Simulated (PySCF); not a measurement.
Species: CS2.
Atom-mapped SMILES: `[S:1]=[C:2]=[S:3]`

Computed, not measured: core-valence-separated Tamm–Dancoff BHandHLYP/aug-pcX-1 (def2-SVPD on S) in PySCF, non-relativistic, gas phase, PBE0-D3(BJ)/def2-SVP geometry. The energies are unshifted.

(1) What does the C 1s absorption edge look like?

## Answers

(1) 
```json
{"E (eV)": "283.75", "f": "0.1552", "core hole on": "C2", "main final orbital": "LUMO/LUMO+1 (2 roots, f summed)", "polarisation": "across the axis"}
{"E (eV)": "289.47", "f": "0.0000", "core hole on": "C2", "main final orbital": "LUMO+2 (39 %)", "polarisation": "–"}
{"E (eV)": "289.92", "f": "0.0000", "core hole on": "C2", "main final orbital": "LUMO+2 (52 %)", "polarisation": "–"}
{"E (eV)": "290.90", "f": "0.0267", "core hole on": "C2", "main final orbital": "LUMO+3 (57 %)", "polarisation": "along the axis"}
{"E (eV)": "291.53", "f": "0.0146", "core hole on": "C2", "main final orbital": "LUMO+9 (50 %)", "polarisation": "along the axis"}
```

The first line with a tenth or more of the strongest one's intensity is at 283.75 eV (f = 0.155, sum of 2), with the hole on C2 (central carbon of cumulated double bonds), polarised across the axis: a 1s→π* resonance. It is also the strongest listed.

Roots within 0.03 eV whose holes lie on the same, on equivalent or on shared atoms are summed into one line, and the highest roots are left out, as the search may have cut off their partners. Final orbitals are the ground state's empty Kohn–Sham orbitals. A dash: too weak, shared between unlike atoms, or no plane or axis to refer to.

**Question.** What are the wavelength and the wavenumber of the 283.75 eV line?

**Answer.** λ = 12398.42 eV Å/283.75 eV = 43.695 Å; 2.2886 × 10⁶ cm⁻¹.

Only the lowest roots of each edge were sought.
